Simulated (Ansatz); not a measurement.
`O[SiH2][AlH2]`, 8 atoms. Charge 0, multiplicity 1. All runs use 2 threads of an Arm Neoverse N1 on a shared host. Correlated methods freeze the cores. Open-shell runs search over several starts.

Problem. Give the basis size and wall time and peak host memory of each of these runs in Ansatz. UHF-MP2/def2-TZVPP energy of the cation; RHF-CCSD(T)/def2-SVP energy; RHF-CCSD(T)/def2-TZVPP energy; UKS B2PLYP (frozen core)/def2-TZVPP energy of the cation; RHF-MP2/def2-QZVPP energy; UKS ωB97X-V/def2-TZVPP energy of the cation; RKS r2SCAN0-D4/def2-TZVPP energy; UKS ωB97M-V/def2-TZVPP energy of the cation; UKS PBE0-D4/def2-TZVPP energy of the cation; RKS PBE0-D4/def2-TZVPP energy; UKS PBE-D4/def2-TZVPP energy of the cation; direct RPA on PBE orbitals/def2-TZVPP energy. (An estimate is asked.)

Solution. Computed: Other jobs shared the machine, so times are rough.

```json
{"level": "RHF-CCSD(T)/def2-SVP", "job": "energy", "functions": "75", "wall time": "2 s", "peak host memory (GiB)": "0.17"}
{"level": "RKS PBE0-D4/def2-TZVPP", "job": "energy", "functions": "185", "wall time": "4 s", "peak host memory (GiB)": "0.37"}
{"level": "direct RPA on PBE orbitals/def2-TZVPP", "job": "energy", "functions": "185", "wall time": "6.5 s", "peak host memory (GiB)": "0.35"}
{"level": "RKS r2SCAN0-D4/def2-TZVPP", "job": "energy", "functions": "185", "wall time": "7.5 s", "peak host memory (GiB)": "0.39"}
{"level": "UHF-MP2/def2-TZVPP", "job": "energy of the cation", "functions": "185", "wall time": "13 s", "peak host memory (GiB)": "0.33"}
{"level": "UKS PBE0-D4/def2-TZVPP", "job": "energy of the cation", "functions": "185", "wall time": "13 s", "peak host memory (GiB)": "0.45"}
{"level": "UKS PBE-D4/def2-TZVPP", "job": "energy of the cation", "functions": "185", "wall time": "13 s", "peak host memory (GiB)": "0.28"}
{"level": "RHF-MP2/def2-QZVPP", "job": "energy", "functions": "347", "wall time": "21 s", "peak host memory (GiB)": "1.2"}
{"level": "UKS B2PLYP (frozen core)/def2-TZVPP", "job": "energy of the cation", "functions": "185", "wall time": "24 s", "peak host memory (GiB)": "0.57"}
{"level": "UKS ωB97X-V/def2-TZVPP", "job": "energy of the cation", "functions": "185", "wall time": "32 s", "peak host memory (GiB)": "0.61"}
{"level": "UKS ωB97M-V/def2-TZVPP", "job": "energy of the cation", "functions": "185", "wall time": "36 s", "peak host memory (GiB)": "0.65"}
{"level": "RHF-CCSD(T)/def2-TZVPP", "job": "energy", "functions": "185", "wall time": "46 s", "peak host memory (GiB)": "1.7"}
```
